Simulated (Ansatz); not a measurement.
Born–Oppenheimer molecular dynamics of AlB$_{2}$H$_{5}$ (8 atoms, charge 0, multiplicity 1). It starts from a relaxed structure.

Computed with UKS revPBE-D4/6-31G in Ansatz 0.2.0.

```yaml
ensemble: NVT, Nosé–Hoover chain
time_step: 0.5 fs
steps_asked: 390
set_temperature: 300 K
thermostat: time constant 100 fs, chain length 1
seed: 880616
```

First frame:

```xyz
8
Properties=species:S:1:pos:R:3
B -1.252 0.780 -0.595
B 0.330 0.718 -0.328
Al 1.014 -1.062 0.675
H -1.764 0.289 -1.580
H -2.028 1.203 0.238
H 1.207 1.509 -0.593
H 1.477 -2.373 -0.172
H 1.108 -1.121 2.299
```

(1) How far do the bonds stretch over the last three quarters of this one trajectory? (Pairs bonded in most of those frames.)

Results:

(1) 
```tsv
bond	mean (Å)	spread (Å)	shortest	longest
B1–B2	1.608	0.032	1.55	1.67
B1–H4	1.216	0.016	1.18	1.24
B1–H5	1.220	0.023	1.18	1.27
B2–Al3	2.157	0.019	2.12	2.20
B2–H6	1.215	0.030	1.17	1.28
Al3–H7	1.635	0.060	1.54	1.73
Al3–H8	1.630	0.024	1.58	1.68
```

Mean temperature of the second half: 252 K. The conserved energy stayed within 0.17 meV per atom of its start (net change 0.089 meV per atom), so the integration is sound. The mean temperature of the second half is 16 % below the set value. A run of 0.2 ps of so small a system gives no equilibrium averages. Limits of this set-up: no polarisation functions.

The run took 9.4 min on 1 CPU thread of a shared host.
